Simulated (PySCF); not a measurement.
**Shapes and spin states of HC(OH)**

Method: PySCF, PBE0, basis C def2-TZVP, H def2-TZVP, O def2-TZVP (no relativity, density fitting).

Relaxations began from a few typed shapes and spin states; open shells are unrestricted. The search is not exhaustive: other isomers or separated fragments can lie lower, and high-lying points may rest on an excited occupation.

Question: Order these stationary points by electronic energy, lowest first, in kJ/mol from the lowest minimum.
A. singlet Cs: C–H 1.122 Å, C–O 1.299 Å, O–H 0.975 Å; C–O–H 115.9°, H–C–O 107.3°
B. triplet Cs: C–H 1.085 Å, C–O 1.331 Å, O–H 0.964 Å; C–O–H 111.7°, H–C–O 128.6°
C. triplet C1: C–H 1.091 Å, C–O 1.326 Å, O–H 0.967 Å; C–O–H 111.7°, H–C–O 124.3°

Answer: A (0.0), C (60.9), B (81.0).

Question: Which of them are minima?

Answer: By energy in kJ/mol, 0.0: minimum; 60.9: minimum; 81.0: saddle point, 1 imaginary mode.
